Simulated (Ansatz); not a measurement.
HClO, quintet, geometry from GFN2-xTB of the parent state (a higher spin typed on purpose: for a closed-shell molecule this is an excited state); Ansatz (a program for electronic structure) with MP2/cc-pVDZ.

Ansatz was given this input:
Ansatz 0.2 input:
```yaml
crystal:
  periodic: [false, false, false]
  atoms:
    - {symbol: O, position_ang: [-0.00874070, 1.09829644, 0.01643599]}
    - {symbol: H, position_ang: [-0.94458229, 1.33506531, 0.00439258]}
    - {symbol: Cl, position_ang: [0.05967693, -0.59537863, -0.00799297]}
basis:
  gaussian:
    orbitals: cc-pVDZ
magnetization: {spin_polarized: true, initial_magnetization: 4}
correlation: {method: mp2}
```

Output, abridged:

```
Functional definition: HF
368 factors; integrals over basis functions are off by at most 1.4e-3 eV
mean field evaluation 1: about -14540.4318 eV, gradient 2.0e1 eV
mean field evaluation 2: about -14540.5518 eV, gradient 2.0e1 eV
mean field evaluation 4: about -14543.3370 eV, gradient 4.3e0 eV
mean field evaluation 8: about -14544.2213 eV, gradient 6.3e-1 eV
mean field evaluation 16: about -14544.2413 eV, gradient 7.0e-5 eV
mean field evaluation 32: about -14543.4216 eV, gradient 8.1e-1 eV
mean field -14544.24129038 eV, -534.4910089806 hartree, gradient 3.3e-6 eV, S^2 6.022656; 7 other end points of the search recorded, 0 dependent functions left out
6 core orbitals not correlated
reference -14544.24129038 eV, -534.4910089806 hartree; 9, 5 occupied and 22, 26 virtual orbitals, 368 factors
second order -7.21010821 eV of doubles, -0.00000000 eV of singles
Total energy: -14551.45139859 eV, -534.7559755702 hartree
```
